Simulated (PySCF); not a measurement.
C₂H₆.

```xyz
8

C      0.0000     0.0000    -0.7634
C      0.0000     0.0000     0.7634
H     -0.8824    -0.5094    -1.1597
H      0.8824    -0.5094    -1.1597
H      0.0000     1.0189    -1.1597
H     -0.8824     0.5094     1.1597
H      0.8824     0.5094     1.1597
H      0.0000    -1.0189     1.1597
```

Coordinates come from a ωB97X-D3(BJ)/def2-TZVP optimisation.

The numbers are results of PBE/pcSseg-2 in PySCF, not measurements. Non-relativistic, no solvent.

Q: Give the absolute GIAO shielding of each atom: isotropic value and principal components (ppm). (Estimate from the structure and the level; the computed values follow.)

A: 
```csv
atom,σ(iso),σ11,σ22,σ33,span
C1,171.7,166.3,166.3,182.5,16.1
C2,171.7,166.3,166.3,182.5,16.1
H3,30.5,26.5,28.5,36.5,10.0
H4,30.5,26.5,28.5,36.5,10.0
H5,30.5,26.5,28.5,36.5,10.0
H6,30.5,26.5,28.5,36.5,10.0
H7,30.5,26.5,28.5,36.5,10.0
H8,30.5,26.5,28.5,36.5,10.0
```
